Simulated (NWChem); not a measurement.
Everything below was run with NWChem. System: methanethiol (CH4S), charge 0, spin multiplicity 1, at a geometry optimised with PBE0/def2-SVP. Level: G0W0@PBE/def2-TZVP, RI basis def2-tzvp-rifit.

Job file:

```
start mol
memory heap 200 mb stack 700 mb global 1700 mb
geometry units angstroms nocenter noautoz
  C      1.046808     0.473258     0.000000
  S     -0.572000    -0.341303     0.000000
  H      1.198763     1.085517     0.899863
  H      1.795086    -0.331291     0.000000
  H      1.198763     1.085517    -0.899863
  H     -1.321467     0.781566     0.000000
  symmetry group Cs
end
basis spherical
  * library def2-tzvp
end
basis "ri basis" bse spherical
  * library def2-tzvp-rifit
end
dft
  xc xpbe96 cpbe96
  iterations 100
  direct
  tolerances tight
end
task dft energy
gw
  states alpha occ 4 vir 2
end
task dft gw
```

Part of the output:

```
             Northwest Computational Chemistry Package (NWChem) 7.3.0
             --------------------------------------------------------

                                NWChem Input Module
                                -------------------

 Scaling coordinates for geometry "geometry" by  1.889725989
 (inverse scale =  0.529177249)

 Turning off AUTOSYM since
 SYMMETRY directive was detected!

                             Geometry "geometry" -> ""
                             -------------------------

 Output coordinates in angstroms (scale by  1.889725989 to convert to a.u.)

  No.       Tag          Charge          X              Y              Z
 ---- ---------------- ---------- -------------- -------------- --------------
    1 C                    6.0000     1.04680800     0.47325800     0.00000000
    2 S                   16.0000    -0.57200000    -0.34130300     0.00000000
    3 H                    1.0000     1.19876300     1.08551700     0.89986300
    4 H                    1.0000     1.79508600    -0.33129100     0.00000000
    5 H                    1.0000     1.19876300     1.08551700    -0.89986300
    6 H                    1.0000    -1.32146700     0.78156600     0.00000000

 Effective nuclear repulsion energy (a.u.)      56.2440236419

            Nuclear Dipole moment (a.u.)
            ----------------------------
        X                 Y               Z
 ---------------- ---------------- ----------------
    -0.0000132281     0.0000170075     0.0000000000

      Symmetry information
      --------------------

 Group name             Cs
 Group number              2
 Group order               2
 No. of unique centers     5

      Symmetry unique atoms

     1    2    3    4    6


 Summary of "ao basis" -> "" (spherical)
 ------------------------------------------------------------------------------
       Tag                 Description            Shells   Functions and Types
 ---------------- ------------------------------  ------  ---------------------
 *                         def2-tzvp                  on all atoms

 new library libraries.bse/

 Summary of "ri basis" -> "" (spherical)
 ------------------------------------------------------------------------------
       Tag                 Description            Shells   Functions and Types
 ---------------- ------------------------------  ------  ---------------------
 *                      def2-tzvp-rifit               on all atoms

  pbe96 is a nonlocal functional; adding pw91lda local functional.

                                 NWChem DFT Module
                                 -----------------

 Summary of "ao basis" -> "ao basis" (spherical)
 ------------------------------------------------------------------------------
       Tag                 Description            Shells   Functions and Types
 ---------------- ------------------------------  ------  ---------------------
 C                         def2-tzvp                11       31   5s3p2d1f
 S                         def2-tzvp                13       37   5s5p2d1f
 H                         def2-tzvp                 4        6   3s1p

 Summary of "ao basis" -> "ao basis" (spherical)
 ------------------------------------------------------------------------------
       Tag                 Description            Shells   Functions and Types
 ---------------- ------------------------------  ------  ---------------------
 C                         def2-tzvp                11       31   5s3p2d1f
[...]
    48      0.502319  2 S  pz                51      0.409209  2 S  pz
    45      0.237642  2 S  pz                39     -0.194808  2 S  pz
    70     -0.096857  3 H  s                 82      0.096857  5 H  s
    42     -0.086893  2 S  pz                 8     -0.085586  1 C  pz
    71     -0.077940  3 H  s                 83      0.077940  5 H  s

 Vector   14  Occ=0.000000D+00  E=-1.629317D-02  Symmetry=a'
              MO Center= -2.3D-01,  2.0D-01, -3.5D-15, r^2= 4.4D+00
   Bfn.  Coefficient  Atom+Function         Bfn.  Coefficient  Atom+Function
  ----- ------------  ---------------      ----- ------------  ---------------
     5      2.025671  1 C  s                 89     -1.000274  6 H  s
    49     -0.878419  2 S  px                77     -0.769694  4 H  s
    71     -0.710866  3 H  s                 83     -0.710866  5 H  s
    50      0.318052  2 S  py                46     -0.290260  2 S  px
    13     -0.188797  1 C  py                 3      0.185029  1 C  s

 Vector   15  Occ=0.000000D+00  E= 1.749251D-02  Symmetry=a'
              MO Center= -4.8D-01,  2.6D-01,  1.0D-16, r^2= 4.5D+00
   Bfn.  Coefficient  Atom+Function         Bfn.  Coefficient  Atom+Function
  ----- ------------  ---------------      ----- ------------  ---------------
    36      1.422559  2 S  s                 89     -0.912671  6 H  s
     5     -0.827650  1 C  s                 50      0.723372  2 S  py
    12      0.620800  1 C  px                49      0.439855  2 S  px
     4     -0.362145  1 C  s                 47      0.272746  2 S  py
     9      0.261212  1 C  px                13      0.244072  1 C  py

 Vector   16  Occ=0.000000D+00  E= 5.318876D-02  Symmetry=a'
              MO Center=  1.0D+00,  3.9D-01,  6.3D-14, r^2= 5.2D+00
   Bfn.  Coefficient  Atom+Function         Bfn.  Coefficient  Atom+Function
  ----- ------------  ---------------      ----- ------------  ---------------
     5      3.043556  1 C  s                 77     -1.613580  4 H  s
    71     -1.586721  3 H  s                 83     -1.586721  5 H  s
    12      0.751369  1 C  px                49      0.486946  2 S  px
    89      0.405885  6 H  s                 13      0.376433  1 C  py
    88      0.213846  6 H  s                  6      0.196193  1 C  px

 center of mass
 --------------
 x =  -0.11151421 y =  -0.10200838 z =   0.00000000

 moments of inertia (a.u.)
 ------------------
          39.302089796724         -46.482560624434           0.000000000000
         -46.482560624434         117.771899261965           0.000000000000
           0.000000000000           0.000000000000         145.416753285770

     Multipole analysis of the density
     ---------------------------------

     L   x y z        total         alpha         beta         nuclear
     -   - - -        -----         -----         ----         -------
     0   0 0 0     -0.000000    -13.000000    -13.000000     26.000000

     1   1 0 0      0.348591      0.174302      0.174302     -0.000013
     1   0 1 0      0.496717      0.248350      0.248350      0.000017
     1   0 0 1     -0.000000     -0.000000     -0.000000      0.000000

     2   2 0 0    -14.210700    -42.195450    -42.195450     70.180199
     2   1 1 0     -0.898046    -13.074721    -13.074721     25.251397
     2   1 0 1     -0.000000     -0.000000     -0.000000      0.000000
     2   0 2 0    -15.170347    -18.807129    -18.807129     22.443911
     2   0 1 1     -0.000000     -0.000000     -0.000000      0.000000
     2   0 0 2    -16.773931    -11.278647    -11.278647      5.783363

 Task  times  cpu:        8.2s     wall:        8.2s

                                NWChem Input Module
                                -------------------

                                 NWChem GW Module
                                 ----------------

                             ***********************
                             ***        GW       ***
                             ***********************

 Summary of "ri basis" -> "ri basis" (spherical)
 ------------------------------------------------------------------------------
       Tag                 Description            Shells   Functions and Types
 ---------------- ------------------------------  ------  ---------------------
 C                      def2-tzvp-rifit             22       76   8s6p4d3f1g
 S                      def2-tzvp-rifit             29      113   9s7p6d5f2g
 H                      def2-tzvp-rifit              7       15   4s2p1d

                 Memory Information
                 ------------------
          Available GA per process is          1699.9 MBs
          Available stack per process is        700.0 MBs
          Available heap per process is           0.0 MBs

          Peak memory in Initialization
              Peak GA per process is                  3.2 MBs
              Peak stack per process is               0.1 MBs
              Peak heap per process is                3.4 MBs
              Memory not in MA per process            0.0 MBs

          Peak memory in AFF Calculation
              Peak GA per process is                 12.6 MBs
              Peak stack per process is               8.0 MBs
              Peak heap per process is                0.0 MBs
              Memory not in MA per process            8.0 MBs

          Computing 2-center integrals
          Computing Inverse Cholesky factor
          Computing 3-center integrals
          Computing V_xc ...

          Computing Sigma_x
          Computing RPA polarizability
          Solving quasiparticle equations

                  Alpha Orbitals
          State     Energy (eV)     Error (eV)
          -----------------------------------
@GW        10        -14.201           0.002
@GW        11        -13.141           0.003
@GW        12        -11.529           0.002
@GW        13         -8.882           0.002
@GW        14          2.564           0.002
@GW        15          3.419           0.002

   Applying  -3.3699 eV scissor-shift to rest of particle states

   Applying   3.0075 eV scissor-shift to rest of hole states

     GW Timing Statistics
   ------------------------
   Init.   :          0.1s
     ERIs  :          0.5s
     Distr.:          0.0s
     Vxc   :          0.2s
   Sigma_x :          0.0s
   RPA     :          0.3s
   Wmn     :          0.0s
   Sigma_c :          0.0s
   GW total:          1.1s

 Task  times  cpu:        1.1s     wall:        1.1s

 Total times  cpu:        9.4s     wall:        9.4s
```
